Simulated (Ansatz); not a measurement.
Geometry optimisation, Ansatz 0.2.0, RHF/def2-TZVP.

input.yaml

```yaml
crystal:
  periodic: [false, false, false]
  atoms:
    - { symbol: Si, position_ang: [-0.403137, -0.924522, 0.502305] }
    - { symbol: F, position_ang: [2.303099, -0.436115, -0.669437] }
    - { symbol: H, position_ang: [-0.332896, -1.951291, -0.555592] }
    - { symbol: H, position_ang: [-1.515755, -1.274371, 1.413675] }
    - { symbol: Si, position_ang: [-0.738699, 1.240148, -0.396268] }
    - { symbol: H, position_ang: [2.347899, -0.780434, 0.156076] }
    - { symbol: H, position_ang: [0.807285, -0.99418, 1.288886] }
    - { symbol: H, position_ang: [-0.238604, 2.259727, 0.550451] }
    - { symbol: H, position_ang: [-0.043911, 1.394117, -1.687112] }
    - { symbol: H, position_ang: [-2.185282, 1.46682, -0.602884] }
basis:
  gaussian: { orbitals: def2-TZVP }
hamiltonian:
  xc: hf
relax:
  f_tol: 0.03
  max_steps: 50
output:
  orbitals: {}
```

Command:

```bash
$ ansatz run input.yaml --threads 4 --pin off --max-ram 5120MiB --backend cpu --events-out ev --progress --plain --runs-dir out
```

**Question.** Where does it end, and by what steps?

**Answer.** The run converged. The force dipped under the threshold on the way, but the program's further checks kept it going. After 22 steps the energy has fallen by 0.118 eV; F2 moved furthest, 1.10 Å.

```
step  energy less start (eV)  largest force component (eV/Å)  accepted
   0                  0.0000                           0.882       yes
   1                 -0.0702                           0.314       yes
   2                 -0.0898                           0.608       yes
   3                 -0.0980                           0.532       yes
   4                 -0.1010                           0.692       yes
   5                 -0.1123                           0.041       yes
   6                 -0.1129                           0.237       yes
   7                 -0.1151                           0.045       yes
   8                 -0.0708                           1.694        no
   9                 -0.1158                           0.078       yes
  10                 -0.1160                           0.153       yes
  11                 -0.1162                           0.100       yes
  12                 -0.1166                           0.068       yes
  13                 -0.1168                           0.076       yes
  14                 -0.1171                           0.006       yes
  15                 -0.1172                           0.058       yes
  16                 -0.1173                           0.056       yes
  17                 -0.1174                           0.046       yes
  18                 -0.1175                           0.071       yes
  19                 -0.1170                           0.180        no
  20                 -0.1176                           0.059       yes
  21                 -0.1176                           0.049       yes
  22                 -0.1178                           0.001       yes
```

```xyz
10
Properties=species:S:1:pos:R:3
Si -0.596 -0.872 0.513
F 3.377 -0.652 -0.643
H -0.829 -1.910 -0.511
H -1.476 -1.134 1.671
Si -0.973 1.291 -0.368
H 2.859 -0.981 0.017
H 0.806 -0.997 0.980
H -0.694 2.310 0.665
H -0.093 1.528 -1.529
H -2.381 1.417 -0.795
```

Whether the end is a true minimum wasn't checked by a vibrational analysis.

Run time: 25 s on 4 threads of Arm Neoverse V1, on a shared host, peak memory 0.29 GiB.
